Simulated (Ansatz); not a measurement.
**B₂NH (triplet): the correlation ladder, def2-QZVPP**

An exercise on one series of results from a longer session: the logs are not shown, and one member is left open.

The runs use Ansatz 0.2.0, Gaussian basis; def2-QZVPP, core rule «outside noble gas», up to 3 orbitals frozen.

The runs, in order: UHF; ROHF; CCSD(T) on UHF.

2 further runs of the same task are left out: 2 set aside as unsound or not needed.

### The geometry

The geometry is a PBE0/def2-TZVP stationary point (not a proven minimum) of the parent state, kept for this charge and spin.

4 atoms, charge 0, spin multiplicity 3.

Atoms are counted from 1 here; the program's logs count them from 0.

Bond lengths: B1–N3 1.260 Å, B1–H4 1.171 Å, B2–N3 1.370 Å. Angles: N3–B1–H4 180.0°, B1–N3–B2 180.0°.

The first run:

File in.yaml:

```yaml
crystal:
  periodic: [false, false, false]
  atoms:
    - {symbol: B, position_ang: [0.000000, 0.000000, 0.679878]}
    - {symbol: B, position_ang: [0.000000, 0.000000, -1.950409]}
    - {symbol: N, position_ang: [0.000000, 0.000000, -0.579945]}
    - {symbol: H, position_ang: [0.000000, 0.000000, 1.850476]}
basis:
  gaussian: {orbitals: "def2-QZVPP.json"}
magnetization: {spin_polarized: true, initial_magnetization: 2}
hamiltonian: {xc: hf}
output: {orbitals: {seedname: orbitals}}
```

Launch:

```console
> ansatz run in.yaml --threads 1 --pin off --events-out ev --progress --plain --max-ram 2393MiB
```

Among the steps run: UHF; ROHF; CCSD(T) on UHF.

One of the session's tables, all rows but one given; the rest of the session is left out.

```
  method  from UCCSD(T) (meV)
    ROHF             +10539.4
     UHF             +10344.3
    UMP2               +928.4
   UCCSD                    ?
UCCSD(T)                    0
```

**Question.** Estimate the row for UCCSD.

The run gave: from UCCSD(T) (meV): +513.5. In the column «from UCCSD(T) (meV)» it lies between UCCSD(T) (0) and UMP2 (+928.4).
